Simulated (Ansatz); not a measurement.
Input file for C$_{4}$H$_{5}$NS, SMILES `Cc1cscn1`:

```yaml
crystal:
  periodic: [false, false, false]
  atoms:
    - {symbol: C, position_ang: [-0.155561, -0.666383, 1.518971]}
    - {symbol: C, position_ang: [-0.003793, -0.072841, 0.162902]}
    - {symbol: C, position_ang: [1.169390, 0.106587, -0.509790]}
    - {symbol: S, position_ang: [0.875313, 0.820844, -2.030395]}
    - {symbol: C, position_ang: [-0.800462, 0.835168, -1.671668]}
    - {symbol: N, position_ang: [-1.117014, 0.348274, -0.514595]}
    - {symbol: H, position_ang: [0.809588, -0.954360, 1.935834]}
    - {symbol: H, position_ang: [-0.796676, -1.550181, 1.478652]}
    - {symbol: H, position_ang: [-0.630119, 0.047457, 2.196440]}
    - {symbol: H, position_ang: [2.168297, -0.142846, -0.187551]}
    - {symbol: H, position_ang: [-1.518964, 1.228293, -2.378821]}
basis:
  gaussian: {orbitals: def2-SVP}
correlation: {method: ccsd_t}
```

```sh
$ ansatz run in.yaml --threads 4 --pin off --events-out ev --progress --plain --max-ram 10444MiB
```

Output of Ansatz, abridged:

```
Functional definition: HF
1147 factors; integrals over basis functions are off by at most 1.3e-3 eV
mean field evaluation 1: about -16488.3624 eV, gradient 3.4e1 eV
mean field evaluation 2: about -16488.3747 eV, gradient 3.4e1 eV
mean field evaluation 4: about -16491.7134 eV, gradient 5.4e0 eV
mean field evaluation 8: about -16491.8243 eV, gradient 2.1e-1 eV
mean field evaluation 16: about -16491.8023 eV, gradient 1.4e0 eV
mean field -16491.82473647 eV, -606.0633805049 hartree, gradient 2.7e-6 eV, S^2 0.000000; 0 other end points of the search recorded, 0 dependent functions left out; unrestricted orbitals would lower it
10 core orbitals not correlated: weight in the atoms' cores, before any rotation towards them, 1.000 or more for the frozen orbitals, at most 0.000 for the correlated occupied ones
reference -16491.82473647 eV, -606.0633805049 hartree; 16, 16 occupied and 87, 87 virtual orbitals, 1147 factors
second order -22.52280484 eV of doubles, -0.00000000 eV of singles
cycle   1  -22.75626356 eV  change   -2.3e-1 eV  update   1.2e-1
cycle   2  -23.42198586 eV  change   -6.7e-1 eV  update   3.7e-2
cycle   3  -23.57712138 eV  change   -1.6e-1 eV  update   1.9e-2
cycle   4  -23.57166137 eV  change    5.5e-3 eV  update   5.1e-3
cycle   5  -23.57294538 eV  change   -1.3e-3 eV  update   2.8e-3
cycle   6  -23.57311728 eV  change   -1.7e-4 eV  update   9.5e-4
cycle   7  -23.57248967 eV  change    6.3e-4 eV  update   4.4e-4
cycle   8  -23.57247859 eV  change    1.1e-5 eV  update   1.6e-4
cycle   9  -23.57248332 eV  change   -4.7e-6 eV  update   4.3e-5
cycle  10  -23.57246106 eV  change    2.2e-5 eV  update   1.8e-5
perturbative correction -0.99763066 eV, -0.0366622507 hartree
Total energy: -16516.39482819 eV, -606.9663147214 hartree
```

It took 3.4 s on 4 threads of an Intel Xeon 6975P-C on a shared host, with 0.61 GiB of host memory at the peak.

Correlation energy per correlated electron: -0.768 eV. T1 diagnostic: 0.0135.
